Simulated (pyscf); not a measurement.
Structures and frequencies: ωB97X-D3(BJ)/def2-SVP in PySCF.

Problem. Estimate the classical barrier height and the reaction energy of Cl–Ta(Cl)(Cl)(Cl)–Cl + water (H₂O) -> hydrogen chloride (HCl) + HO–Ta(Cl)(Cl)(Cl)–Cl at ωB97M-D3(BJ)/def2-TZVP. The step runs on the singlet surface, breaks Cl–Ta, H–O and forms Cl–H, O–Ta; take the separated reactants as zero.

Solution. ΔE‡ = 2.6 kcal/mol, ΔE = -1.5 kcal/mol. Zero-point energy shifts the barrier by -1.0 kcal/mol. It is a four-centre exchange, with an imaginary mode of 706i cm⁻¹. On the reactant side the descent ends in an adduct with a O–Ta contact, 21.7 kcal/mol under the separated species and 23.3 kcal/mol under the saddle at ωB97X-D3(BJ)/def2-TZVP. On the product side the descent ends in an adduct with a Cl–Ta contact (not fully relaxed), 7.4 kcal/mol under the separated species and 6.6 kcal/mol under the saddle at ωB97X-D3(BJ)/def2-TZVP. What is counted as formed (O–Ta) is already present as a longer contact in the reactant adduct; forming that adduct is a step of its own. What is counted as broken (Cl–Ta) persists as a longer contact in the product adduct; parting that adduct is a step of its own. One saddle was located; it need not be the lowest between these sides. Elements past Kr carry the def2 core potentials, without spin-orbit coupling.
